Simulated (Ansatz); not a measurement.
# C₂H₄FNO: one molecule under many settings

Program: Ansatz 0.2.0, Gaussian basis. Level of theory: the settings change from run to run. These are calculated values, not measurements.

### Step 1. The molecule

The geometry comes from an earlier relaxation with PBE0-D4/def2-TZVP; it is a stationary point, not always the lowest conformer.

9 atoms, charge 0, spin multiplicity 1.

Atoms are counted from 1 here; the program's logs count them from 0.

Bond lengths: N1–C2 1.243 Å, N1–H6 1.018 Å, C2–F3 1.337 Å, C2–C4 1.503 Å, C4–O5 1.400 Å, C4–H7 1.097 Å, C4–H8 1.094 Å, O5–H9 0.961 Å. Angles: C2–N1–H6 109.0°, N1–C2–F3 119.4°, N1–C2–C4 130.3°, F3–C2–C4 110.3°, C2–C4–O5 112.6°, C2–C4–H7 108.5°, C2–C4–H8 108.2°, O5–C4–H7 113.0°, O5–C4–H8 107.6°, H7–C4–H8 106.7°, C4–O5–H9 108.9°.

### Step 2. PBEsol/def2-TZVPP

This run has atoms shaken by 0.15 Å, a grid of angular degree 23, D3(BJ) dispersion, high accuracy.

File in.yaml:

```yaml
crystal:
  periodic: [false, false, false]
  atoms:
    - {symbol: N, position_ang: [-0.591982, 1.107274, 1.263374]}
    - {symbol: C, position_ang: [0.136146, 0.199632, 0.785830]}
    - {symbol: F, position_ang: [1.845418, 0.515411, 0.608558]}
    - {symbol: C, position_ang: [0.138596, -0.476585, -0.661079]}
    - {symbol: O, position_ang: [-1.042950, -0.639160, -0.981060]}
    - {symbol: H, position_ang: [-1.388196, 0.872951, 1.106326]}
    - {symbol: H, position_ang: [1.115123, -0.352685, -1.082685]}
    - {symbol: H, position_ang: [0.750402, -1.117565, 0.001657]}
    - {symbol: H, position_ang: [-1.191837, 0.327525, -1.463712]}
basis:
  gaussian: {orbitals: def2-TZVPP, final_grid: {core_spheres: 8, valence_spheres: 7, degree: 23}}
hamiltonian: {xc: {name: PBEsol}, dispersion: d3bj}
accuracy: high
output: {forces: true}
```

Run with:

```bash
$ ansatz run in.yaml --threads 2 --pin off --events-out ev --progress --plain --max-ram 4352MiB
```

**Question.** How long does this run take on 2 threads of Arm Neoverse V1, shared host, and how much memory does it need?

About 16 s, with a peak of 1.1 GiB.
